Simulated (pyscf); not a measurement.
# Routes from `[SeH2]` + `[AlH3]`

Candidate steps break at most two bonds and form at most two. Each was searched with GFN2-xTB (tblite) first. Single points on ωB97X-D3(BJ)/def2-SVP structures (PySCF, gas phase). Energies: ωB97M-D3(BJ)/def2-TZVP, kcal/mol, from the separated reactants, singlet surface; ΔG‡ with ideal gas, 1 atm, RRHO with modes under 100 cm⁻¹ raised to 100, one conformer, R ln 2 for chiral ones without a mode under 150 cm⁻¹.

| products | type | ΔE‡ | ΔE | ΔG‡ 298 K | ΔG‡ 900 K | ν‡ (cm⁻¹) |
|---|---|---|---|---|---|---|
| H₂Al–SeH + H₂ | four-centre exchange | 0.3 | -25.3 | 9.7 | 28.3 | 1055i |
| H₂Se + AlH₃ | four-centre exchange | 44.9 | 0.0 | 54.2 | 72.1 | 1053i |

Row 1: On the reactant side the descent ends in an adduct with a Al–Se contact, 17.4 kcal/mol under the separated species and 13.3 kcal/mol under the saddle at ωB97X-D3(BJ)/def2-TZVP. Row 2: On the reactant side the descent ends in an adduct with a Al–Se contact, 17.4 kcal/mol under the separated species and 59.7 kcal/mol under the saddle at ωB97X-D3(BJ)/def2-TZVP. On the product side the descent ends in an adduct with a Al–Se contact (not fully relaxed), 16.8 kcal/mol under the separated species and 59.1 kcal/mol under the saddle at ωB97X-D3(BJ)/def2-TZVP. 

Plain bond fissions and candidates not yet searched are not listed, and one of them may be faster. Each barrier is that of the saddle found; lower ones may exist. Elements up to Kr have no core potential and no relativistic terms here.
